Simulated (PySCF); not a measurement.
**Constants of CN⁻, step by step**

State: ¹Σ⁺, singlet, closed shell. De refers to C⁻ + N. RHF-based CCSD(T) in PySCF 2.14 with C aug-cc-pVTZ, N aug-cc-pVTZ and C aug-cc-pVQZ, N aug-cc-pVQZ (frozen core orbitals: 2; no relativity). Correlation energies are extrapolated as n⁻³ (n = 3, 4), Hartree–Fock as (n+1)·exp(−9√n). CV is the change on freezing 0 orbitals instead, in C cc-pwCVTZ, N cc-pwCVTZ. SR is the spin-free X2C energy in C cc-pVTZ-DK, N cc-pVTZ-DK less the non-relativistic one in C cc-pVTZ, N cc-pVTZ.

```json
{"Level": "CCSD(T)/TZ", "Re (Å)": "1.1851", "ωe (cm⁻¹)": "2047.3", "ωexe (cm⁻¹)": "12.3", "αe (cm⁻¹)": "0.0165", "De (eV)": "10.057"}
{"Level": "CCSD(T)/QZ", "Re (Å)": "1.1814", "ωe (cm⁻¹)": "2061.0", "ωexe (cm⁻¹)": "12.3", "αe (cm⁻¹)": "0.0165", "De (eV)": "10.274"}
{"Level": "HF/CBS", "Re (Å)": "1.1509", "ωe (cm⁻¹)": "2319.1", "ωexe (cm⁻¹)": "10.1", "αe (cm⁻¹)": "0.0140", "De (eV)": "6.397"}
{"Level": "MP2/CBS", "Re (Å)": "1.1859", "ωe (cm⁻¹)": "1995.8", "ωexe (cm⁻¹)": "14.3", "αe (cm⁻¹)": "0.0183", "De (eV)": "10.937"}
{"Level": "CCSD/CBS", "Re (Å)": "1.1720", "ωe (cm⁻¹)": "2135.1", "ωexe (cm⁻¹)": "11.4", "αe (cm⁻¹)": "0.0156", "De (eV)": "10.050"}
{"Level": "CCSD(T)/CBS", "Re (Å)": "1.1796", "ωe (cm⁻¹)": "2068.6", "ωexe (cm⁻¹)": "12.3", "αe (cm⁻¹)": "0.0165", "De (eV)": "10.416"}
{"Level": "CCSD(T)/CBS+CV", "Re (Å)": "1.1773", "ωe (cm⁻¹)": "2077.3", "ωexe (cm⁻¹)": "12.3", "αe (cm⁻¹)": "0.0166", "De (eV)": "10.463"}
{"Level": "CCSD(T)/CBS+CV+SR", "Re (Å)": "1.1772", "ωe (cm⁻¹)": "2076.8", "ωexe (cm⁻¹)": "12.3", "αe (cm⁻¹)": "0.0166", "De (eV)": "10.456"}
```

Problem. How much is left between CCSD(T)/QZ and the basis-set limit, and how much do the triples give at the limit?

Solution. CCSD(T)/CBS less CCSD(T)/QZ: -1.8 mÅ in Re, +7.6 cm⁻¹ in ωe and +0.142 eV in De. CCSD(T)/CBS less CCSD/CBS: +7.6 mÅ in Re, -66.5 cm⁻¹ in ωe and +0.366 eV in De.

Problem. What do the later terms add?

Solution. CV: -2.3 mÅ in Re, +8.7 cm⁻¹ in ωe and +0.047 eV in De; SR: -0.1 mÅ in Re, -0.5 cm⁻¹ in ωe and -0.007 eV in De, each against the row above.

The T1 diagnostic is 0.018. The open-shell atoms are computed with UHF. Spin–orbit coupling, excitations beyond (T) and corrections to the Born–Oppenheimer picture are left out.

The whole job (state search and all basis sets along the bond) took about 5.8 min on 4 threads of Arm Neoverse V2 (shared host), peak memory 7.5 GiB.
